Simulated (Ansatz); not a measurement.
# CH₃AlS: basis-set convergence

Aim: see how fast density functionals converge with the basis set for CH₃AlS.

Program: Ansatz 0.2.0, Gaussian basis. Level of theory: one geometry, several basis sets. These are calculated values, not measurements.

Levels to be run: PBE0-D4/def2-SVP; ωB97M-V/def2-SVP; PBE0-D4/def2-QZVPP; ωB97M-V/def2-QZVPP; the functionals' def2-TZVPP values are taken from earlier runs.

**1. The relaxed structure**

An earlier PBE0-D4 in a triple-zeta def2 set relaxation fixed the geometry.

6 atoms, charge 0, spin multiplicity 1.

Atoms are counted from 1 here; the program's logs count them from 0.

Bond lengths: Al1–C2 1.959 Å, Al1–S3 2.399 Å, Al1–H4 1.581 Å, Al1–H5 1.581 Å, C2–S3 1.635 Å, C2–H6 1.089 Å. Angles: C2–Al1–S3 42.6°, C2–Al1–H4 116.9°, C2–Al1–H5 116.9°, S3–Al1–H4 112.8°, S3–Al1–H5 112.9°, H4–Al1–H5 125.2°, Al1–C2–S3 83.2°, Al1–C2–H6 156.6°, S3–C2–H6 120.2°, Al1–S3–C2 54.2°.

Coordinates:

```xyz
6

Al   -0.6372    0.0335   -0.6183
C     0.9599   -0.2319    0.4842
S     0.0811    0.5688    1.6071
H    -1.6860   -1.1492   -0.6569
H    -0.6426    1.2885   -1.5804
H     1.9670   -0.5737    0.7179
```

**2. PBE0-D4 in def2-SVP**

File in.yaml:

```yaml
crystal:
  periodic: [false, false, false]
  atoms:
    - {symbol: Al, position_ang: [-0.637239, 0.033540, -0.618292]}
    - {symbol: C, position_ang: [0.959882, -0.231858, 0.484234]}
    - {symbol: S, position_ang: [0.081101, 0.568818, 1.607092]}
    - {symbol: H, position_ang: [-1.686044, -1.149249, -0.656911]}
    - {symbol: H, position_ang: [-0.642577, 1.288467, -1.580365]}
    - {symbol: H, position_ang: [1.966977, -0.573718, 0.717941]}
basis:
  gaussian: {orbitals: def2-SVP}
hamiltonian: {xc: pbe0, dispersion: d4}
output: {orbitals: {seedname: orbitals}}
```

Launch:

```bash
ansatz run in.yaml --threads 2 --pin off --events-out ev --progress --plain --max-ram 4352MiB
```

Further steps of the session: ωB97M-V in def2-SVP; PBE0-D4 in def2-QZVPP; ωB97M-V in def2-QZVPP.

Before running them: what should the planned runs give, taken together? Wanted: PBE0-D4: double and triple zeta above quadruple; ωB97M-V: double and triple zeta above quadruple.

**Answer**, as computed:

| quantity | value |
| --- | --- |
| PBE0-D4: double and triple zeta above quadruple | 7.90, 0.59 eV |
| ωB97M-V: double and triple zeta above quadruple | 7.89, 0.56 eV |

In words: PBE0-D4 gains 7.30 eV from double to triple zeta, then 0.59 eV more. These are total energies; as a rule much of such shifts cancels in differences, which this series doesn't test.
